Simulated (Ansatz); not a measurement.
AlS, quartet: stretch scan

Starting geometry (PBE0/def2-TZVP stationary point for this spin):

```yaml
atoms:
  - { symbol: Al, position_ang: [0.0000, 0.0000, 0.0000] }
  - { symbol: S, position_ang: [0.0000, 0.0000, 2.2408] }
```

From there S2 moves along the line of the two atoms named below, all else staying in place; atoms are numbered as listed. Energies are in kJ/mol, counted from the starting geometry at the same level.

Basis 6-31G; Ansatz 0.2.0. Correlated methods freeze the noble-gas cores. Prefix R: restricted or restricted open-shell reference; prefix U: unrestricted.

The determinant at some points fills πx and πy unequally, so it is a mixture of Σ and Δ, which weighs on every level built on one determinant. A value is left out where its run failed or describes another state than the reference as far as symmetry and spin tell, or, spin-broken singlets apart, can't be checked. The reference follows the lowest state, whose symmetry changes from Σ⁺ or Δ to Π between 3.112 and 3.552.

Full CI is exact within this basis and frozen core; it isn't the basis-set limit. The frozen core follows each run's orbitals, which can shift R against U totals by a few meV.

```
distance Al1-S2 (Å)  full CI  unpaired electrons (full CI)  error UMP2  error UCCSD  error UCCSD(T)  error RCCSDT  error UCCSDT  error UCCSDTQ
              1.788    319.8                          3.34         0.5          1.3            -0.7         -0.7*         -0.6*           0.0*
              2.012     79.6                          3.35        -0.4          1.0            -0.1         -0.4*         -0.4*           0.0*
              2.241      0.0                          3.36         0.0          0.0             0.0          0.0*          0.0*           0.0*
              2.432     -9.3                          3.38         2.1         -1.8            -0.6          0.4*          0.3*           0.0*
              2.771     13.0                          3.39         6.7         -8.0            -4.1             –          0.2*           0.1*
              3.112     29.8                          3.38        -0.8        -13.0            -8.0         -0.3*         -0.2*           0.0*
              3.552     32.6                          3.06        -8.5        -17.3           -11.7          -1.2          -1.1            0.0
              4.130     31.1                          3.08        -8.8        -17.5           -11.7          -1.2          -1.1            0.0
              5.003     33.2                          3.15        -9.3        -17.7           -11.8          -1.1          -1.0            0.0
              5.994     34.9                          3.27        -9.6        -17.9           -11.9          -1.1          -1.0           0.0*
              7.773     35.9                          3.19        -9.9        -18.2           -12.2          -1.2          -1.1            0.0
```

An asterisk marks runs whose energy the program itself flagged as in doubt.

Unpaired electrons are Σ n²(2−n)² over natural occupations. Errors are those of relative energies. In total energy the starting point itself misses full CI by: UMP2 57.0, UCCSD 19.3, UCCSD(T) 12.5, RCCSDT 1.2, UCCSDT 1.2, UCCSDTQ 0.0 kJ/mol.

Spread of the error over the points with a reference, to 7.773 Å (largest less smallest): UCCSDTQ 0.1, UCCSDT 1.4, RCCSDT 1.7 (10 of 11 points), UCCSD(T) 12.2, UMP2 16.6, UCCSD 19.5 kJ/mol.

Going outwards, the relative energy of UCCSD(T) first misses by more than 4.2 kJ/mol (1 kcal/mol) at 3.112 Å.
